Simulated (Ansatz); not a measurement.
Zinc-blende HgS (metastable phase) was calculated with PBE-D4 (PAW; Ansatz, a first-principles code).

Input file:

Ansatz 0.2 input:
```yaml
crystal:
  lattice:
    - [0.0, 2.9374695834, 2.9374695834]
    - [2.9374695834, 0.0, 2.9374695834]
    - [2.9374695834, 2.9374695834, 0.0]
  atoms:
    - { symbol: Hg, position: [0.0, 0.0, 0.0] }
    - { symbol: S, position: [0.25, 0.25, 0.25] }
basis:
  ecutwfc: 520
  ecutrho_ratio: 4
  xc_grid: 2
kpoints:
  mp_grid: { grid: [10, 10, 10] }
hamiltonian:
  xc: pbe
  dispersion: d4
  pseudopotentials: { kind: paw }
scf:
  occupations: { method: fermi_dirac, width: 0.01 }
  convergence: { dr2_threshold: 0.0000000002 }
output:
  forces: true
  stress: true
  eigenvalues: true
```

From the output:

```
Crystal: 2 atoms, lattice volume = 50.693 Å³
Basis set: ecut = 520 eV, 1363 PW (Γ), exchange–correlation on 64×64×64 points (8 copies of the dense FFT grid, shifted against one another)
Bands: 17, of which v1, the nominal top of the filled ones, is band 13 counted from 1 (12 counted from 0)
Symmetry: 24 space group operations
Space group: F-43m (ITA 216), of the structure as read, at distance tolerance 3.7e-5 Å
k-points: 47 of 1000 (time reversal used)
Functional: x = pbe(κ = 0.804, μ = 0.2195149727645171), c = pbe(β = 0.06672455060314922)
SCF iter   1: F=—  HF=-14716.438269 eV  |F-HF|=—  |Δ(HF+E_count)|=         —  Δρ=1.08e-3  dr2=6.17e-4
SCF iter   2: F=—  HF=-14716.438750 eV  |F-HF|=—  |Δ(HF+E_count)|=   4.81e-4  Δρ=5.35e-4  dr2=8.34e-5
  ...
SCF iter   6: F=—  HF=-14716.438810 eV  |F-HF|=—  |Δ(HF+E_count)|=   1.78e-7  Δρ=2.77e-6  dr2=2.29e-9
SCF iter   7: F=-14716.438810 eV  HF=-14716.438810 eV  |F-HF|=2.00e-10  |Δ(HF+E_count)|=   7.89e-9  Δρ=2.77e-7  dr2=2.34e-11
SCF 1 converged in 7 iterations: F = -14716.438810 eV  dr2 = 2.34e-11
SCF converged after 7 iterations
Free energy (F): -14716.438810 eV
Internal energy: -14716.438772 eV  (E = F + TS)
E sigma→0 (E₀):  -14716.438791 eV
Fermi energy:    8.144182 eV
--- Stress (GPa, compression-positive) ---
        1.201169       0.000000      -0.000000
       -0.000000       1.201169       0.000000
       -0.000000       0.000000       1.201169
  P = ⅓ Tr σ = 1.2012 GPa (12.012 kbar)
```

The cell is one volume of an energy–volume scan, off the minimum.

Cost on a shared machine: about 3 core-seconds (a rough figure).
